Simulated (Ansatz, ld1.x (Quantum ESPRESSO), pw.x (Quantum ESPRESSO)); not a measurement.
**What a changed setting does to a pw.x run (sc Ca)**

Potential: PAW, ld1.x (Quantum ESPRESSO) 7.5, LDA (PW92); core [Ne], reference 3s2 3p6 3d0 4s1.75 4p0; waves: 3s (bound): rcut 1.50, rcutus 1.90 bohr; 4s (bound): rcut 1.50, rcutus 1.90 bohr; 3p (bound): rcut 1.75, rcutus 1.80 bohr; 4p (bound, empty): rcut 1.75, rcutus 1.80 bohr; 3d (bound, empty): rcut 2.00, rcutus 2.55 bohr; 3d channel at 1.1 Ry: rcut 2.00, rcutus 2.55 bohr; local part: all-electron potential smoothed inside 1.90 bohr (lloc = -1); core correction: Bessel-smoothed model core inside 1.85 bohr; augmentation: BESSEL, radius 1.50 bohr.

The reference run (k-mesh 10³, cutoffs 55/440 Ry, Fermi–Dirac 0.01 Ry, mixing_beta 0.4, conv_thr 1e-9, no spin) gives -0.15 GPa at 38.655 Å³/atom, where all-electron LAPW gives -0.08 GPa. This run, with its own iteration cap, changes smearing to mp.

```
&control
  calculation='scf', prefix='x', pseudo_dir='./', outdir='./tmp', tstress=.true., disk_io='none'
/
&system
  ibrav=0, nat=1, ntyp=1, ecutwfc=55, ecutrho=440, nbnd=12,
  occupations='smearing', smearing='mp', degauss=0.01
/
&electrons
  conv_thr=1e-09, mixing_beta=0.4, electron_maxstep=60
/
ATOMIC_SPECIES
Ca 1.0 Ca.UPF
CELL_PARAMETERS angstrom
  3.38118208 0.00000000 0.00000000
  0.00000000 3.38118208 0.00000000
  0.00000000 0.00000000 3.38118208
ATOMIC_POSITIONS crystal
Ca 0.0000 0.0000 0.0000
K_POINTS automatic
10 10 10 0 0 0
```

```bash
pw.x < Ca.scf.in > Ca.scf.out
```

**Question.** How does the run end?

**Answer.** It converges in 13 iterations; the free energy moves by +23.9 meV/atom and the pressure by -0.27 GPa. This scheme is built to cancel the term in the square of the width that Fermi–Dirac smearing leaves in the F of a metal.

```
Message from routine setup:
     using ibrav=0 with symmetry is DISCOURAGED, use correct ibrav instead
     lattice parameter (alat)  =       6.3895  a.u.
     unit-cell volume          =     260.8569 (a.u.)^3
     number of electrons       =        10.00
     number of Kohn-Sham states=           12
     kinetic-energy cutoff     =      55.0000  Ry
     charge density cutoff     =     440.0000  Ry
     scf convergence threshold =      1.0E-09
     Exchange-correlation= SLA  PW   NOGX NOGC
     number of k points=    56  Methfessel-Paxton smearing, width (Ry)=  0.0100
     iteration #  1     ecut=    55.00 Ry     beta= 0.40
     total energy              =    -130.15727253 Ry
     estimated scf accuracy    <       0.04261604 Ry
     iteration #  2     ecut=    55.00 Ry     beta= 0.40
     total energy              =    -130.15908984 Ry
     estimated scf accuracy    <       0.00513142 Ry
     iteration #  3     ecut=    55.00 Ry     beta= 0.40
     total energy              =    -130.16145557 Ry
     estimated scf accuracy    <       0.00063639 Ry
     iteration #  4     ecut=    55.00 Ry     beta= 0.40
     total energy              =    -130.16174632 Ry
     estimated scf accuracy    <       0.00018041 Ry
     iteration #  5     ecut=    55.00 Ry     beta= 0.40
     total energy              =    -130.16178629 Ry
     estimated scf accuracy    <       0.00000277 Ry
     iteration #  6     ecut=    55.00 Ry     beta= 0.40
     total energy              =    -130.16178863 Ry
     estimated scf accuracy    <       0.00000582 Ry
     iteration #  7     ecut=    55.00 Ry     beta= 0.40
     total energy              =    -130.16179280 Ry
     estimated scf accuracy    <       0.00001209 Ry
     iteration #  8     ecut=    55.00 Ry     beta= 0.40
     total energy              =    -130.16179362 Ry
     estimated scf accuracy    <       0.00000024 Ry
     iteration #  9     ecut=    55.00 Ry     beta= 0.40
     total energy              =    -130.16179370 Ry
     estimated scf accuracy    <       0.00000034 Ry
     iteration # 10     ecut=    55.00 Ry     beta= 0.40
     total energy              =    -130.16179371 Ry
     estimated scf accuracy    <       0.00000003 Ry
     iteration # 11     ecut=    55.00 Ry     beta= 0.40
     total energy              =    -130.16179371 Ry
     estimated scf accuracy    <       0.00000002 Ry
     iteration # 12     ecut=    55.00 Ry     beta= 0.40
     total energy              =    -130.16179370 Ry
     estimated scf accuracy    <       0.00000002 Ry
     iteration # 13     ecut=    55.00 Ry     beta= 0.40
     the Fermi energy is     5.2644 ev
!    total energy              =    -130.16179370 Ry
     estimated scf accuracy    <          5.7E-10 Ry
     smearing contrib. (-TS)   =      -0.00002509 Ry
     The total energy is F=E-TS. E is the sum of the following terms:
     one-electron contribution =     -36.77685383 Ry
     hartree contribution      =      20.45465232 Ry
     xc contribution           =     -10.03868733 Ry
     ewald contribution        =     -44.40556974 Ry
     one-center paw contrib.   =     -59.39531003 Ry
     convergence has been achieved in  13 iterations
          total   stress  (Ry/bohr**3)                   (kbar)     P=       -4.18
     Message from routine punch:
     Nothing written, as per user request (disk_io='none')
```

The run took about 22 s on one core of a shared host (Neoverse-V1, 32 threads, 247 GiB, load 56).
